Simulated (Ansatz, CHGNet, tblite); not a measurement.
**2H WS2, lattice parameter a**

Reference value: 3.153 Å (measured, 300 K, not corrected to a static lattice; as tabulated in arXiv:1605.07067).

```json
[
 {"level (code)": "IPEA1-xTB (tblite)", "value (Å)": "3.126", "difference (%)": "-0.86"},
 {"level (code)": "CHGNet-r²SCAN", "value (Å)": "3.181", "difference (%)": "+0.89"},
 {"level (code)": "LDA (Ansatz)", "value (Å)": "3.127", "difference (%)": "-0.82"},
 {"level (code)": "PBE (Ansatz)", "value (Å)": "3.188", "difference (%)": "+1.11"},
 {"level (code)": "rVV10 (Ansatz)", "value (Å)": "3.214", "difference (%)": "+1.93"},
 {"level (code)": "r²SCAN-D4 (Ansatz)", "value (Å)": "3.172", "difference (%)": "+0.60"},
 {"level (code)": "HSE06 (Ansatz)", "value (Å)": "3.158", "difference (%)": "+0.16"}
]
```

Leaving aside IPEA1-xTB (doubt noted below): The reference is not for a static lattice or low temperature, so close values are not ranked against it. Off by more than 1.25 %, or 1.75 % on the side where a correction would as a rule narrow the miss (bounds picked here): rVV10 (+1.93 %).

The reference isn't brought to a static lattice, while the calculations are for one, so the differences are not the levels' errors alone. The crystal itself was run without spin with LDA, PBE, rVV10, r²SCAN-D4, HSE06; a magnetic state was not tried in these runs. Density-functional levels without +SOC have no spin–orbit coupling. IPEA1-xTB: this parameter set was refitted to ionisation energies, not structures. IPEA1-xTB: the run uses a supercell at the zone centre in place of a k mesh. LDA: LDA has no dispersion term either, though it tends to give short spacings of layers, chains or molecules. PBE: for a layered or molecular solid the relaxed cell lies over 5 % above the published volume, where the minimum can be shallow. PBE, HSE06: the cell comes from a level without a dispersion term, which matters for the spacing of layers, chains or molecules. Cutoffs and k meshes differ between the levels. Ansatz's density-functional and Hartree–Fock values are scalar-relativistic unless marked +SOC, with PAW data made under PBE.

Machine-learned potentials (CHGNet-r²SCAN) are trained on DFT data: a solid inside that data is no test of them.

Differences are worked out from the printed values.

Ansatz is a program for electronic structure.
